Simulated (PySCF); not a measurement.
## Simulated absorption spectrum

C3H4ClFO.
SMILES: `[C@H]1(CO1)[C@@H](F)Cl`

Computed with TDDFT B3LYP/def2-SVPD, vertical, gas phase, core orbitals frozen in the response (PySCF 2.14.0, density-fitted response routines). Isolated species at its GFN2-xTB geometry (one conformer only). Torsions of this conformer, `[F:1][C@@H:2]([Cl:3])[C@@H:4]1[CH2:5][O:6]1`: F1–C2–C4–C5 170°.

Computed states:

```tsv
state	E (eV)	f
S1	6.99	0.024
S2	7.41	0.0073
S3	7.59	0.0061
S4	7.82	0.015
S5	7.99	0.011
S6	8.13	0.037
S7	8.28	0.048
S8	8.46	0.0048
```

Broadening: Gaussians 0.25 eV wide at half height, area fixed by f = 4.319×10⁻⁹ ∫ε dν̃. The width is an assumption, not a result. The curve ends short of the highest state used, and states not computed would add to its high-energy end.

Question: Give the broadened spectrum and its maxima.

Answer: 
```json
{"λ (nm)": "157.7", "ε (L mol⁻¹ cm⁻¹)": "2191"}
{"λ (nm)": "158.5", "ε (L mol⁻¹ cm⁻¹)": "2019"}
{"λ (nm)": "159.4", "ε (L mol⁻¹ cm⁻¹)": "1767"}
{"λ (nm)": "160.2", "ε (L mol⁻¹ cm⁻¹)": "1505"}
{"λ (nm)": "161.1", "ε (L mol⁻¹ cm⁻¹)": "1238"}
{"λ (nm)": "161.9", "ε (L mol⁻¹ cm⁻¹)": "1081"}
{"λ (nm)": "162.8", "ε (L mol⁻¹ cm⁻¹)": "1002"}
{"λ (nm)": "163.6", "ε (L mol⁻¹ cm⁻¹)": "993"}
{"λ (nm)": "164.5", "ε (L mol⁻¹ cm⁻¹)": "1011"}
{"λ (nm)": "165.3", "ε (L mol⁻¹ cm⁻¹)": "1029"}
{"λ (nm)": "166.2", "ε (L mol⁻¹ cm⁻¹)": "1026"}
{"λ (nm)": "167.0", "ε (L mol⁻¹ cm⁻¹)": "984"}
{"λ (nm)": "167.9", "ε (L mol⁻¹ cm⁻¹)": "879"}
{"λ (nm)": "168.7", "ε (L mol⁻¹ cm⁻¹)": "740"}
{"λ (nm)": "169.6", "ε (L mol⁻¹ cm⁻¹)": "567"}
{"λ (nm)": "170.4", "ε (L mol⁻¹ cm⁻¹)": "444"}
{"λ (nm)": "171.3", "ε (L mol⁻¹ cm⁻¹)": "393"}
{"λ (nm)": "172.1", "ε (L mol⁻¹ cm⁻¹)": "467"}
{"λ (nm)": "173.0", "ε (L mol⁻¹ cm⁻¹)": "710"}
{"λ (nm)": "173.8", "ε (L mol⁻¹ cm⁻¹)": "1064"}
{"λ (nm)": "174.7", "ε (L mol⁻¹ cm⁻¹)": "1565"}
{"λ (nm)": "175.5", "ε (L mol⁻¹ cm⁻¹)": "2015"}
{"λ (nm)": "176.4", "ε (L mol⁻¹ cm⁻¹)": "2405"}
{"λ (nm)": "177.2", "ε (L mol⁻¹ cm⁻¹)": "2556"}
{"λ (nm)": "178.1", "ε (L mol⁻¹ cm⁻¹)": "2463"}
{"λ (nm)": "178.9", "ε (L mol⁻¹ cm⁻¹)": "2176"}
{"λ (nm)": "179.8", "ε (L mol⁻¹ cm⁻¹)": "1712"}
{"λ (nm)": "180.6", "ε (L mol⁻¹ cm⁻¹)": "1269"}
{"λ (nm)": "181.5", "ε (L mol⁻¹ cm⁻¹)": "824"}
{"λ (nm)": "182.3", "ε (L mol⁻¹ cm⁻¹)": "518"}
{"λ (nm)": "183.2", "ε (L mol⁻¹ cm⁻¹)": "281"}
{"λ (nm)": "184.0", "ε (L mol⁻¹ cm⁻¹)": "151"}
{"λ (nm)": "184.9", "ε (L mol⁻¹ cm⁻¹)": "69"}
{"λ (nm)": "185.7", "ε (L mol⁻¹ cm⁻¹)": "32"}
{"λ (nm)": "186.6", "ε (L mol⁻¹ cm⁻¹)": "12"}
{"λ (nm)": "187.4", "ε (L mol⁻¹ cm⁻¹)": "5"}
```

Maxima: 177 nm (6.99 eV), ε about 2600, made up of S1 (100%); 166 nm (7.48 eV), ε about 1000, made up of S2 (59%) and S3 (40%) (hardly more than a shoulder) (ε in L mol⁻¹ cm⁻¹; maxima over ε = 5, shares over 10%). At its high-energy end, 7.86 eV, the curve is still rising (ε about 2200, from S4 and S5).

Question: Coming from long wavelengths, where does ε first pass 100 L mol⁻¹ cm⁻¹?

Answer: At about 184 nm (6.72 eV), 0.27 eV below S1.

Question: What would ε be at 6.99 eV, the highest of these maxima, with half the width (0.125 eV)?

Answer: About 5120 L mol⁻¹ cm⁻¹ against 2560, a factor of about 2.00; a lone state at its own centre would give exactly 2.

The run took 36 s wall on Arm Neoverse N1, one thread, shared host with 64 logical CPUs at a one-minute load of 59, and the process peaked at 0.68 GiB of memory.
